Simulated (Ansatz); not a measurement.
A structure relaxed at PBE0-D4/def2-TZVP, charge 0, multiplicity 2:

```xyz
5

O     0.3616   -1.3009    0.2512
B     0.4580   -0.4171   -0.7428
S    -0.0862    1.2762   -0.8928
H    -0.0801   -1.0024    1.0568
H    -0.6532    1.4442    0.3275
```

Problem. Give its formula and SMILES.

Solution. BH2OS, `O[B]S`.

Problem. Point group (tolerance 0.08 Å, 0.16 Å for H)?

Solution. Cs.

Problem. Summarise the bond lengths by kind.

Solution. 1 × B–O 1.334 Å; 1 × H–O 0.966 Å; 1 × B–S 1.785 Å; 1 × H–S 1.356 Å.

Computed with Ansatz.
